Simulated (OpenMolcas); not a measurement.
# A workflow on [NO2]− (nitrite)

Aim: a single-point energy (UHF/STO-3G), then a single-point energy (CASSCF(4,4)/STO-3G), then the energy (CASPT2(4,4)/STO-3G), then a single-point energy (SC-NEVPT2(4,4)/STO-3G), then a single-point energy (MRCI(4,4)/STO-3G) of [NO2]− (nitrite). 

The calculation is run with OpenMolcas 26.06.

9 further runs of the same task are left out: 6 that didn't finish, 3 set aside as unsound or not needed.

## 1. The system as given

[NO2]−: 3 atoms, total charge -1, spin state singlet. As SMILES, `O=N[O-]`. The N2–O3 distance was set to 3.114 Å, away from the relaxed value. At this shape a bond of the SMILES string is far longer than usual.

Bond lengths: O1–N2 1.245 Å.

## 2. A single-point energy at UHF/STO-3G (run 1)

File struct.xyz:

```xyz
3

O      1.784372     1.745451     1.175033
N      1.787282     0.507401     1.039403
O     -0.648590    -0.747260    -0.439610
```

File step1.input:

```
* NO2 Hartree-Fock

&gateway
  baslib
  $CurrDir
  coord
  struct.xyz
  basis
  STO-3G
  group
  NoSym

&seward

&scf
  uhf
  charge
  -1
  scramble
  0.25
  prorbitals
  1 1
```

The basis set STO-3G is read from a file made from the Basis Set Exchange's data (not shown).

Run with:

```bash
export MOLCAS_MEM=1860
pymolcas step1.input > step1.log
```

Log:

```text
--- Start Module: gateway ---
[...]
--- Stop Module: gateway /rc=_RC_ALL_IS_WELL_ ---
--- Start Module: seward ---
[...]
      Basis functions           15
--- Stop Module: seward /rc=_RC_ALL_IS_WELL_ ---
--- Start Module: scf ---
[...]
       Convergence after 315 Iterations
[...]
::    Total SCF energy                               -201.0658970043
[...]
      Total spin, S                                     0.9983659954
[...]
      Total electronic charge=   24.000000
      Total            charge=   -1.000000
[...]
      Dipole Moment (debye):
      Origin of the operator (angstrom)=    0.9391    0.5016    0.5722
                   X= -3.9689E+00               Y= -2.4642E+00               Z= -2.4564E+00           Total=  5.2781E+00
      Center of Charge (angstrom)
[...]
--- Stop Module: scf /rc=_RC_ALL_IS_WELL_ ---
[...]
```

Run time: 9 s. Hardware: 1 thread of Arm Neoverse V1, shared host; peak memory 0.37 GiB.

## 3. The energy at CASSCF(4,4)/STO-3G (run 2)

struct.xyz is that of step 2.

File step2.inp:

```
&GATEWAY
  BasLib = $CurrDir
  Coord = struct.xyz
  Basis = STO-3G
  Group = NoSym

&SEWARD

&RASSCF
  FileOrb = $CurrDir/step1.UnaOrb
  Spin = 1
  Nactel = 4 0 0
  Inactive = 10
  Ras2 = 4
  OrbListing = Nothing
  OrbAppear = Compact
```

The basis set STO-3G is read from a file made from the Basis Set Exchange's data (not shown).

Run with:

```bash
export MOLCAS_MEM=1860
pymolcas step2.inp > step2.log
```

Log:

```text
--- Start Module: gateway ---
[...]
--- Stop Module: gateway /rc=_RC_ALL_IS_WELL_ ---
--- Start Module: seward ---
[...]
      Basis functions           15
--- Stop Module: seward /rc=_RC_ALL_IS_WELL_ ---
--- Start Module: rasscf ---
[...]
      Number of active orbitals                  4
[...]
      Spin quantum number                      0.0
[...]
      Active orbitals                            4
[...]
      Number of CSFs                            20
[...]
      Number of root(s) required                 1
[...]
      Convergence after 12 iterations
[...]
      printout of CI-coefficients larger than  0.05 for root  1
      energy=    -201.140900
      conf/sym  1111     Coeff  Weight
             1  2200  -0.45279 0.20502
             6  2020   0.45281 0.20503
            10  udud   0.43109 0.18584
            14  0202   0.41361 0.17108
            15  uudd  -0.24889 0.06195
            20  0022  -0.41363 0.17109
      Natural orbitals and occupation numbers for root  1
      sym 1:   1.067884   0.999966   1.000034   0.932116
      ************************************************************************************************************************
      *                                                    Final results                                                     *
[...]
::    RASSCF root number  1 Total energy:   -201.14090006
[...]
      Total electronic charge=   24.000000
      Total            charge=   -1.000000
[...]
      Dipole Moment (debye):
      Origin of the operator (angstrom)=    0.9391    0.5016    0.5722
                   X= -3.9822E+00               Y= -2.5705E+00               Z= -2.4754E+00           Total=  5.3473E+00
      Center of Charge (angstrom)
[...]
--- Stop Module: rasscf /rc=_RC_ALL_IS_WELL_ ---
[...]
```

Wall time 1.7 s (1 thread of Arm Neoverse V1, shared host); peak memory 0.37 GiB.

## 4. A single-point energy at CASPT2(4,4)/STO-3G (run 3)

struct.xyz is that of step 3.

File step3.input:

```
* NO2 CASPT2
>>> EXPORT MOLCAS_PRINT=2

&gateway
  baslib = $CurrDir
  coord = struct.xyz
  basis = STO-3G
  group = NoSym

&seward

&rasscf
  fileorb = $CurrDir/step2.RasOrb
  spin = 1
  nactel = 4 0 0
  inactive = 10
  ras2 = 4
  orblisting = Nothing
  orbappear = Compact

&caspt2
  imaginary = 0.1
  frozen = 3
```

The basis set STO-3G is read from a file made from the Basis Set Exchange's data (not shown).

Run with:

```bash
export MOLCAS_MEM=1860
pymolcas step3.input > step3.log
```

Log:

```text
--- Start Module: gateway ---

                                              &GATEWAY

                       available to each process: 1.9 GB of memory, 1 thread

 Basis Set     1 Label: O.STO-3G
 Basis set is read from library:.
 basistype.tbl is not found

 Basis Set     2 Label: N.STO-3G
 Basis set is read from library:.
 basistype.tbl is not found

 Basis Set     3 Label: O.STO-3G
 Basis set is read from library:.
 basistype.tbl is not found

++    Symmetry information:
      ---------------------

[... 213 lines left out ...]
      Note: transformation to natural orbitals
[... 12 lines left out ...]
      Natural orbitals and occupation numbers for root  1
[... 20 lines left out ...]
      Final state energy(ies):
[... 47 lines left out ...]
      Natural orbitals for root   1 are written to the RASORB.1 file
[... 71 lines left out ...]
 Compute H0 matrices for state    1
[... 4 lines left out ...]
********************************************************************************
  CASPT2 EQUATION SOLUTION
--------------------------------------------------------------------------------
 Invalid disk address                    -8
 I/O error in DaFile_checkarg
 Unit =                    45

--- Stop Module: caspt2 /rc=-6 ---

.########################.
.# Non-zero return code #.
.########################.

    Timing: Wall=1.41 User=1.05 System=0.35
```

It took 1.6 s on 1 thread of Arm Neoverse V1, shared host; peak memory 0.37 GiB.

The job broke off with an error.

## 5. The energy at SC-NEVPT2(4,4)/STO-3G (run 4)

struct.xyz is that of step 4.

File step4.inp:

```
* NO2 NEVPT2

&gateway
 baslib = $CurrDir
 coord = struct.xyz
 basis = STO-3G
 group = NoSym

&seward

&rasscf
 fileorb = $CurrDir/step2.RasOrb
 spin = 1
 nactel = 4 0 0
 inactive = 10
 ras2 = 4
 orblisting = Nothing
 orbappear = Compact

&caspt2
 sc-nevpt2
 frozen = 3
```

The basis set STO-3G is read from a file made from the Basis Set Exchange's data (not shown).

Run with:

```bash
export MOLCAS_MEM=1860
pymolcas step4.inp > step4.log
```

Log:

```text
--- Start Module: gateway ---
[...]
--- Stop Module: gateway /rc=_RC_ALL_IS_WELL_ ---
[...]
      Basis functions           15
[...]
      Number of active orbitals                  4
[...]
      Spin quantum number                      0.0
[...]
      Active orbitals                            4
[...]
      Number of CSFs                            20
[...]
      Number of root(s) required                 1
[...]
      Convergence after  4 iterations
[...]
      printout of CI-coefficients larger than  0.05 for root  1
      energy=    -201.140900
      conf/sym  1111     Coeff  Weight
             1  2200  -0.45279 0.20502
             6  2020   0.45281 0.20504
            10  udud   0.43109 0.18584
            14  0202   0.41361 0.17108
            15  uudd  -0.24889 0.06195
            20  0022  -0.41363 0.17109
      Natural orbitals and occupation numbers for root  1
      sym 1:   1.067884   0.999966   1.000034   0.932116
      ************************************************************************************************************************
      *                                                    Final results                                                     *
[...]
::    RASSCF root number  1 Total energy:   -201.14090006
[...]
      Total electronic charge=   24.000000
      Total            charge=   -1.000000
[...]
      Dipole Moment (debye):
      Origin of the operator (angstrom)=    0.9391    0.5016    0.5722
                   X= -3.9822E+00               Y= -2.5705E+00               Z= -2.4754E+00           Total=  5.3472E+00
      Center of Charge (angstrom)
[...]
      E2 (Variational):          -0.0598159177
[...]
      E2 (Variational):          -0.0598087327
      Total energy:            -201.2007087964
[...]
      Reference weight:           0.97578
[...]
::    SC-NEVPT2 Root  1     Total energy:   -201.20070880
[...]
```

Wall time 1.7 s (1 thread of Arm Neoverse V1, shared host); peak memory 0.37 GiB.

## 6. A single-point energy at MRCI(4,4)/STO-3G (run 5)

struct.xyz is that of step 5.

File step5.inp:

```
&gateway
 baslib
 $CurrDir
 coord
 struct.xyz
 basis
 STO-3G
 group
 NoSym

&seward

&rasscf
 fileorb
 $CurrDir/step2.RasOrb
 spin
 1
 nactel
 4 0 0
 inactive
 10
 ras2
 4
 orblisting
 Nothing
 orbappear
 Compact

&motra
 lumorb
 frozen
 3

&guga
 electrons
 18
 spin
 1
 inactive
 7
 active
 4
 ciall
 1

&mrci
 sdci
```

The basis set STO-3G is read from a file made from the Basis Set Exchange's data (not shown).

Run with:

```bash
export MOLCAS_MEM=1860
pymolcas step5.inp > step5.log
```

Log:

```text
--- Start Module: gateway ---
[...]
      Basis functions           15
[...]
      Number of active orbitals                  4
[...]
      Spin quantum number                      0.0
[...]
      Active orbitals                            4
[...]
      Number of CSFs                            20
[...]
      Number of root(s) required                 1
[...]
      Convergence after  4 iterations
[...]
      printout of CI-coefficients larger than  0.05 for root  1
      energy=    -201.140900
      conf/sym  1111     Coeff  Weight
             1  2200  -0.45279 0.20502
             6  2020   0.45281 0.20504
            10  udud   0.43109 0.18584
            14  0202   0.41361 0.17108
            15  uudd  -0.24889 0.06195
            20  0022  -0.41363 0.17109
      Natural orbitals and occupation numbers for root  1
      sym 1:   1.067884   0.999966   1.000034   0.932116
      ************************************************************************************************************************
      *                                                    Final results                                                     *
[...]
::    RASSCF root number  1 Total energy:   -201.14090006
[...]
      Dipole Moment (debye):
      Origin of the operator (angstrom)=    0.9391    0.5016    0.5722
                   X= -3.9822E+00               Y= -2.5705E+00               Z= -2.4754E+00           Total=  5.3472E+00
      Center of Charge (angstrom)
[...]
--- Start Module: guga ---
[...]
       (But an ACPF correction will be computed)
       USE THE DEFAULT ACPF G-VALUE GFAC=  0.11111111111111110
[...]
                      CI ENERGY:  -201.21861721
[...]
                ACPF CORRECTION:    -0.00371544
[...]
     ACPF CORRECTION:     -0.00371544
[...]
  CI State   1     Total energy:   -201.21861721     QDav:     -0.00420500     QACPF:     -0.00371544
[...]
```

Run time: 3.3 s. Hardware: 1 thread of Arm Neoverse V1, shared host; peak memory 0.37 GiB.

## 7. What came out

```
                                                                quantity                value
                                         run 1, UHF/STO-3G: total energy        -201.06590 Eh
                                          run 1, UHF/STO-3G: HOMO energy              5.73 eV
                                          run 1, UHF/STO-3G: LUMO energy             13.27 eV
run 1, UHF/STO-3G: HOMO–LUMO gap (to an unbound level, set by the basis)              7.54 eV
                                                 run 1, UHF/STO-3G: ⟨S²⟩                1.995
                                 run 2, CASSCF(4,4)/STO-3G: total energy        -201.14090 Eh
                              run 4, SC-NEVPT2(4,4)/STO-3G: total energy        -201.20071 Eh
                                   run 5, MRCI(4,4)/STO-3G: total energy        -201.21862 Eh
                                               run 3, CASPT2(4,4)/STO-3G  no result (crashed)
```

In words: ⟨S²⟩ (run 1, UHF/STO-3G) is 2.00 where a pure singlet has 0.00: the reference is spin-contaminated. The run (run 1, UHF/STO-3G) may have ended on a state above the lowest. Mulliken charges (run 1, UHF/STO-3G) run from -0.50 on N2 to -0.00 on O3; they depend strongly on the basis. The HOMO (run 1, UHF/STO-3G) lies at positive energy, 5.73 eV: the electron is unbound at this level or held by a compact basis; values depend on the basis. Mulliken charges (run 4, SC-NEVPT2(4,4)/STO-3G) of the CASSCF density run from -0.51 on O1 to -0.00 on O3. 1 of the 5 runs did not end normally.
